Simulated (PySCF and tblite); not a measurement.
# C5H5N, numbered as in [CH2:1]=[CH:2]/[CH:3]=[CH:4]/[C:5]#[N:6]: conformational analysis

Geometries PBE0-D3(BJ)/def2-SVP; weights from PBE0-D3(BJ)/pcSseg-1 (IEF-PCM, acetone) energies and GFN2-xTB thermal corrections, with symmetry numbers and mirror pairs. Conformers within 3 kcal/mol (GFN2-xTB free energy) were kept, 4 at most. GIAO shieldings: PBE0/pcSseg-1 (IEF-PCM, acetone). Shifts are against TMS (¹H), TMS (¹³C), NH3 (¹⁵N) at the same level; of two unlike H on one atom, a is the less shielded. Run with PySCF (density fitting) and tblite.

Torsions listed: C1–C2–C3–C4. Of a mirror pair one member is shown.

```json
{"conformer": "1", "shape": "180°", "symmetry": "Cs", "E(GFN2) kcal/mol": "0.00", "E(DFT) kcal/mol": "0.00", "G(298.15 K) kcal/mol": "0.00", "weight %": "99.0", "dipole D": "6.27"}
{"conformer": "2", "shape": "25°", "symmetry": "C1 (pair)", "E(GFN2) kcal/mol": "2.14", "E(DFT) kcal/mol": "3.44", "G(298.15 K) kcal/mol": "2.73", "weight %": "1.0", "dipole D": "6.12"}
```

Weights (%) against temperature:

| T (K) | 1 | 2 | S(mix) cal/mol/K |
| --- | --- | --- | --- |
| 150 | 100.0 | 0.0 | 0.00 |
| 200 | 99.9 | 0.1 | 0.01 |
| 250 | 99.7 | 0.3 | 0.05 |
| 298.15 | 99.0 | 1.0 | 0.12 |
| 400 | 96.1 | 3.9 | 0.38 |

Averaged shifts at 298.15 K. ¹H: 7.33 (H3, 1H), 6.79 (H2, 1H), 6.26 (H1a, 1H), 6.25 (H1b, 1H), 5.58 (H4, 1H) ppm. ¹³C: 165.1 (C3), 144.0 (C2), 142.3 (C1), 128.6 (C5), 104.7 (C4) ppm. ¹⁵N: 304.8 (N6) ppm.

Coordinates of conformer 1 (Å):

```xyz
11

C    -2.229   -0.073   -0.019
C    -1.000    0.430   -0.207
C     0.172   -0.045    0.497
C     1.411    0.459    0.310
C     2.554   -0.020    1.008
N     3.495   -0.402    1.570
H    -2.406   -0.887    0.692
H    -3.093    0.308   -0.567
H    -0.849    1.245   -0.925
H     0.032   -0.859    1.217
H     1.582    1.272   -0.404
```

Thermal terms of a conformer that GFN2-xTB lacks, or places elsewhere, come from the nearest GFN2-xTB minimum; such a conformer stays in the set even outside the window. Unscaled ¹⁵N shifts at such levels can be off by tens of ppm; differences between conformers or isomers are more reliable. Shifts are unscaled: against experiment ¹³C can be off by 15 ppm or more and ¹H by 0.8 ppm.


¹⁵N shifts are against a computed isolated NH3 molecule, about 20 ppm from the liquid.